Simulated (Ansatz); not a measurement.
Density of states of CrAuS2 (R-3m, a = 3.465 Å, b = 3.465 Å, c = 21.214 Å, α = 90.00°, β = 90.00°, γ = 120.00°), in states per eV and primitive cell, averaged over bins of 0.3 eV. All numbers below come from DFT PBEsol, scalar-relativistic, plane waves, PAW in Ansatz.

Settings: cutoff 420 eV, Γ-centred mesh 12×12×12 on the computed 4-atom cell, Gaussian smearing of 0.02 eV; collinear spin from starting moments 2.83 0 0 0 μB.

The cell is relaxed at this level. The states (both spins) are summed by tetrahedra on a 18×18×18 mesh at the self-consistent density. Energies are bin centres; the table starts no lower than −8 eV and ends at 6 eV, or lower where the solved bands end.

The gap is 0.21 eV at this level, with the zero inside it.

```
E − E_F (eV) total Cr 3d up S 3p up Cr 3d down S 3p down Au 5d up Au 5d down Au 6s down Au 6s up Cr 4s up
       -7.80   0.13      0.01     0.06        0.00       0.01      0.02        0.00        0.00      0.01      0.01
       -7.50   0.42      0.02     0.14        0.01       0.09      0.06        0.03        0.02      0.02      0.01
       -7.20   0.92      0.04     0.33        0.01       0.19      0.14        0.08        0.03      0.04      0.03
       -6.90   2.08      0.10     0.72        0.03       0.45      0.32        0.21        0.05      0.06      0.04
       -6.60   2.23      0.09     0.45        0.07       0.78      0.20        0.38        0.07      0.04      0.01
       -6.30   1.03      0.08     0.34        0.04       0.24      0.09        0.11        0.03      0.01      0.02
       -6.00   1.74      0.14     0.64        0.05       0.39      0.23        0.15        0.01      0.01      0.04
       -5.70   2.12      0.14     0.56        0.09       0.69      0.19        0.34        0.01      0.00      0.02
       -5.40   2.46      0.22     0.90        0.07       0.54      0.32        0.30        0.00      0.01      0.02
       -5.10   3.34      0.24     1.00        0.13       1.03      0.37        0.38        0.01      0.01      0.03
       -4.80   3.37      0.18     0.65        0.13       0.98      0.58        0.54        0.07      0.10      0.02
       -4.50   5.53      0.45     1.18        0.13       0.87      1.37        1.12        0.17      0.13      0.02
       -4.20   5.21      0.34     0.76        0.16       0.95      1.15        1.59        0.11      0.06      0.01
       -3.90   5.15      0.42     0.87        0.10       0.59      1.32        1.58        0.09      0.08      0.01
       -3.60   4.90      0.50     0.68        0.16       0.79      1.43        1.17        0.02      0.05      0.00
       -3.30   5.66      0.39     0.55        0.32       0.90      1.86        1.45        0.03      0.06      0.01
       -3.00   6.43      0.42     0.58        0.37       1.06      2.03        1.65        0.07      0.10      0.03
       -2.70   5.56      0.31     0.52        0.31       0.96      1.40        1.78        0.07      0.05      0.02
       -2.40   4.61      0.52     0.88        0.14       0.61      1.28        0.94        0.05      0.05      0.01
       -2.10   4.09      0.57     0.63        0.26       1.17      0.37        0.76        0.10      0.09      0.01
       -1.80   3.05      0.62     0.41        0.11       0.85      0.36        0.38        0.10      0.11      0.01
       -1.50   3.08      1.09     0.29        0.11       0.50      0.26        0.43        0.15      0.15      0.02
       -1.20   3.19      1.35     0.23        0.09       0.39      0.26        0.45        0.17      0.17      0.02
       -0.90   2.91      2.16     0.32        0.03       0.15      0.07        0.02        0.00      0.05      0.04
       -0.60   2.91      1.72     0.78        0.01       0.08      0.12        0.01        0.00      0.09      0.02
       -0.30   1.19      0.51     0.56        0.00       0.02      0.06        0.00        0.00      0.00      0.00
        0.00   0.04      0.01     0.03        0.00       0.00      0.00        0.00        0.00      0.00      0.00
        0.30   0.37      0.00     0.00        0.24       0.02      0.00        0.01        0.05      0.00      0.00
        0.60   1.11      0.03     0.01        0.73       0.08      0.00        0.02        0.11      0.00      0.00
        0.90   1.95      0.34     0.14        0.95       0.11      0.03        0.02        0.09      0.03      0.00
        1.20   2.41      0.58     0.32        0.93       0.10      0.04        0.02        0.05      0.05      0.00
        1.50   3.00      0.64     0.42        1.24       0.15      0.03        0.03        0.06      0.04      0.00
        1.80   4.77      0.84     0.71        2.44       0.19      0.03        0.03        0.06      0.02      0.00
        2.10   3.17      0.44     0.51        1.65       0.16      0.03        0.02        0.02      0.01      0.00
        2.40   2.27      0.22     0.29        0.88       0.21      0.02        0.03        0.03      0.01      0.00
        2.70   1.58      0.05     0.07        0.70       0.26      0.01        0.02        0.01      0.03      0.00
        3.00   2.91      0.06     0.17        1.27       0.57      0.05        0.03        0.03      0.10      0.01
        3.30   2.36      0.07     0.25        0.78       0.45      0.06        0.02        0.03      0.14      0.01
        3.60   1.81      0.07     0.24        0.37       0.24      0.05        0.03        0.06      0.13      0.00
        3.90   1.48      0.03     0.12        0.31       0.30      0.02        0.06        0.13      0.08      0.00
        4.20   0.88      0.00     0.04        0.16       0.19      0.01        0.03        0.10      0.08      0.00
        4.50   0.90      0.01     0.08        0.08       0.12      0.01        0.02        0.10      0.15      0.01
        4.80   0.84      0.01     0.07        0.04       0.08      0.01        0.01        0.13      0.10      0.01
        5.10   0.80      0.01     0.07        0.03       0.07      0.01        0.01        0.09      0.09      0.02
        5.40   0.87      0.01     0.06        0.03       0.08      0.01        0.01        0.09      0.07      0.02
        5.70   1.07      0.01     0.05        0.02       0.07      0.01        0.01        0.07      0.05      0.03
```

The columns after the total are the main Löwdin projections on the occupied valence shells of the potentials; 3 others are left out. The rest of the total lies in those, in shells that are empty in the free atom, which aren't projected, and between the atoms.

Spin-orbit coupling is left out, which matters for the bands of heavy elements. The cell holds one magnetic atom, so it can only be ferromagnetic; an antiferromagnetic order may lie lower.

Only this magnetic start was tried.

Whether CrAuS2 exists in this form wasn't checked.